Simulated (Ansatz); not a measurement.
Ansatz (a first-principles code) input (RPA@PBE/cc-pVQZ):

Ansatz 0.2 input:
```yaml
crystal:
  periodic: [false, false, false]
  atoms:
    - {symbol: C, position_ang: [-0.02656740, -0.39643901, 0.74037214]}
    - {symbol: N, position_ang: [-0.04025319, 0.87186173, 0.00009760]}
    - {symbol: C, position_ang: [-0.04739019, -0.39723479, -0.73890413]}
    - {symbol: H, position_ang: [0.88684478, 1.28341918, -0.01317394]}
    - {symbol: H, position_ang: [-0.93332050, -0.60983971, 1.29271705]}
    - {symbol: H, position_ang: [-0.96932769, -0.61121579, -1.26527787]}
    - {symbol: H, position_ang: [0.88822522, -0.70100522, 1.23593203]}
    - {symbol: H, position_ang: [0.85309603, -0.70234775, -1.25968851]}
basis:
  gaussian:
    orbitals: cc-pVQZ
hamiltonian:
  xc: pbe
magnetization: {spin_polarized: false}
correlation: {method: rpa, electrons: outside_noble_gas}
```

Output:

```
Functional definition: PBE
integrals: 1.18 GiB planned
1836 factors; integrals over basis functions are off by at most 9.1e-4 eV
mean field: 1.72 GiB planned
mean field evaluation 1: about -3631.2495 eV, gradient 6.6e1 eV
mean field evaluation 2: about -3631.2478 eV, gradient 6.6e1 eV
mean field evaluation 4: about -3640.7419 eV, gradient 1.3e1 eV
mean field evaluation 8: about -3641.1004 eV, gradient 2.0e-1 eV
mean field evaluation 16: about -3641.1005 eV, gradient 9.1e-6 eV
mean field -3641.10050677 eV, -133.8079755972 hartree, gradient 7.6e-6 eV, S^2 0.000000; 0 other end points of the search recorded, 0 dependent functions left out
3 core orbitals not correlated
reference -3621.04636971 eV, -133.0709996536 hartree; 9, 9 occupied and 303, 303 virtual orbitals, 1836 factors
Total energy: -3647.29404673 eV, -134.0355839927 hartree
```
